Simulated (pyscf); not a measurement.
HF + HO–GeH₂–F → F–GeH₂–F + H₂O, a four-centre exchange (singlet surface; F–H, Ge–O broken, F–Ge, H–O formed). Optimised with ωB97X-D3(BJ)/def2-SVP in PySCF. MP2 and CC: frozen core, UHF for open shells. ΔMP2 is the change of the MP2 total energy from the triple- to the quadruple-zeta basis. Energies in kJ/mol from the separated reactants.

Small-basis levels: PySCF, no dispersion term, spherical d functions. AM1 to PM7: differences of heats of formation from MOPAC, which are fitted to 298 K values and so differ in kind from electronic energies by zero-point and thermal terms. GFN2-xTB: tblite. Cost: rough CPU time at the saddle relative to B3LYP/6-31G*+LANL2DZ, from one job on a shared machine.

| level | barrier | reaction energy | cost |
|---|---|---|---|
| HF/3-21G | -19.5 | -40.2 | 0.1 |
| HF/6-31G*+LANL2DZ | 50.3 | -51.0 | 0.1 |
| SVWN5/6-31G*+LANL2DZ | -78.4 | -44.0 | 1.0 |
| PBE/6-31G*+LANL2DZ | -29.8 | -50.2 | 1 |
| B3LYP/LANL2DZ | -24.6 | -25.7 | 0.8 |
| PBE/def2-SVP | -29.1 | -35.7 | 2 |
| GFN2-xTB | -7.8 | -56.6 | under 0.02 |
| PM6 | 39.8 | -34.8 | under 0.02 |
| PM7 | 86.0 | +33.1 | under 0.02 |
| CCSD(T)/def2-TZVPP + ΔMP2(QZVPP) | 31.9 | -25.5 | – |

Against the last row the barrier runs from -110.2 (SVWN5/6-31G*+LANL2DZ) to +54.1 kJ/mol (PM7). At HF/3-21G, SVWN5/6-31G*+LANL2DZ, PBE/6-31G*+LANL2DZ, B3LYP/LANL2DZ, PBE/def2-SVP, GFN2-xTB this geometry lies under one side, so the entry may be no barrier of that level: it is a single point on another level's saddle. CCSD(T)/def2-TZVPP + ΔMP2(QZVPP) has limits of its own. On the reactant side the descent ends in a bound adduct, 35.4 kJ/mol under the separated species and 54.0 kJ/mol under the saddle at ωB97X-D3(BJ)/def2-TZVP. On the product side the descent ends in a complex, 25.1 kJ/mol under the separated species and 72.3 kJ/mol under the saddle at ωB97X-D3(BJ)/def2-TZVP. At ωB97X-D3(BJ)/def2-TZVP the barrier from the zero used here is 18.5 kJ/mol. This is the saddle that the search found; another between the same sides may lie lower. The CCSD(T) − MP2 part came from Ansatz, without density fitting, on the same reference. The frozen core leaves the outer d or s,p core shells of the metals and heavy elements correlated in the MP2 and CC values, and def2-TZVPP describes them poorly, which can shift differences by a few kcal/mol. In the def2 sets elements up to Kr have no core potential.
